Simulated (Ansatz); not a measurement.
in.yaml

```yaml
crystal:
  periodic: [false, false, false]
  atoms:
    - {symbol: N, position_ang: [0.000000, 0.000000, 0.591786]}
    - {symbol: Mg, position_ang: [0.000000, 0.000000, -3.245001]}
    - {symbol: H, position_ang: [0.000000, 0.000000, 2.653215]}
basis:
  gaussian: {orbitals: def2-mTZVP}
magnetization: {spin_polarized: false, initial_magnetization: 2}
hamiltonian: {xc: {name: PBE}}
correlation: {method: ccsdt, electrons: outside_noble_gas}
```

```sh
$ ansatz run in.yaml --threads 1 --pin off --events-out ev --progress --plain --max-ram 2393MiB
```

Log:

```
567 factors; integrals over basis functions are off by at most 1.8e-7 eV
mean field evaluation 1: about -6909.6626 eV, gradient 6.7e1 eV
mean field evaluation 2: about -6909.6630 eV, gradient 6.7e1 eV
mean field evaluation 4: about -6891.3690 eV, gradient 1.1e2 eV
mean field evaluation 8: about -6934.5780 eV, gradient 9.3e0 eV
mean field evaluation 16: about -6938.4007 eV, gradient 2.7e-1 eV
mean field evaluation 32: about -6936.3926 eV, gradient 6.7e-2 eV
mean field evaluation 64: about -6936.3725 eV, gradient 1.4e0 eV
mean field evaluation 96: about -6933.8497 eV, gradient 4.4e0 eV
mean field evaluation 128: about -6883.1680 eV, gradient 3.7e1 eV
mean field -6938.40216821 eV, -254.9815766640 hartree, gradient 1.3e-6 eV, S^2 2.000000; 8 other end points of the search recorded, 0 dependent functions left out
mean field evaluation 160: about -6925.4995 eV, gradient 2.0e-1 eV
unrestricted determinant -6925.50035314 eV, -254.5074437050 hartree, S^2 2.9054
6 core orbitals not correlated: weight in the atoms' cores, before any rotation towards them, 1.000 or more for the frozen orbitals, at most 0.000 for the correlated occupied ones
reference -6921.84533108 eV, -254.3731241219 hartree; 5, 3 occupied and 25, 27 virtual orbitals, 567 factors
second order -4.75719215 eV of doubles, -0.51960181 eV of singles
...
cycle  28  -7.09567532 eV  change    2.0e-6 eV  update   1.5e-6
cycle  29  -7.09567573 eV  change   -4.1e-7 eV  update   1.3e-6
cycle  30  -7.09567589 eV  change   -1.5e-7 eV  update   8.9e-7
cycle  31  -7.09567640 eV  change   -5.1e-7 eV  update   1.2e-6
cycle  32  -7.09567594 eV  change    4.6e-7 eV  update   4.7e-7
cycle  33  -7.09567576 eV  change    1.7e-7 eV  update   3.1e-7
cycle  34  -7.09567540 eV  change    3.6e-7 eV  update   3.2e-7
cycle  35  -7.09567524 eV  change    1.6e-7 eV  update   2.4e-7
cycle  36  -7.09567507 eV  change    1.7e-7 eV  update   1.1e-7
cycle  37  -7.09567499 eV  change    8.2e-8 eV  update   2.0e-7
WARN: these amplitudes may be one of several solutions (largest doubles amplitude 0.39, level shift 2.52 eV)
Total energy: -6928.94100607 eV, -254.6338853680 hartree
```

The T1 diagnostic is 0.112.

Ran on 1 thread of INTEL XEON PLATINUM 8581C, shared host: 7.5 s wall, 0.18 GiB peak host memory.
